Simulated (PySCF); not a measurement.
**Reproducing measurements on methyl formate**

**The experiment to reproduce.**

NIST CCCBDB Release 22 (SRD 101), experimental polarizabilities lists, for the gas: mean polarisability 5.05 Å³.

The runs below try to reproduce these values; the comparison stands at the end.

Species: methyl formate, C₂H₄O₂.
Atom-mapped SMILES: `[CH3:1][O:2][CH:3]=[O:4]` (hydrogens: H5, H6, H7 on C1; H8 on C3)

Geometry (PBE0-D3(BJ)/def2-SVP, Å), atoms numbered from 1 in this order:
```
atom  x, y, z in Å
C1    -1.0111    0.1227    0.1570
O2     0.2882   -0.0129    0.7154
C3     1.3150   -0.1554   -0.1204
O4     1.2624   -0.1824   -1.3157
H5    -1.6405   -0.6914    0.5431
H6    -0.9651    0.0790   -0.9391
H7    -1.4284    1.0865    0.4807
H8     2.2470   -0.2475    0.4753
```

The PySCF runs (gas phase, on this PBE0-D3(BJ)/def2-SVP geometry; no spin–orbit coupling):

```
              level                                                               job  basis functions  wall time
CAM-B3LYP/def2-SVPD  6 singlets by full TDDFT, polarisability, dynamic polarisability              118      6.6 s
```

Hardware: one thread of an Intel Xeon Platinum 8488C (shared host).

Results beside the measurements:

**Mean polarisability.** Measured: 5.05 Å³ (NIST CCCBDB Release 22 (SRD 101), experimental polarizabilities).

```tsv
level	computed (Å³)	computed − measured (Å³)	% (from the printed values)
CAM-B3LYP/def2-SVPD	4.98	-0.07	-1
```

The computed values are static and purely electronic, with core orbitals frozen in the response (1 au = 0.148185 Å³). The table of measured values doesn't say here whether a value is static or optical, or holds a vibrational part. The measurement averages over conformers, the calculation has one.

The geometry is computed, not the measured one. Where a level misses, the cause wasn't examined.
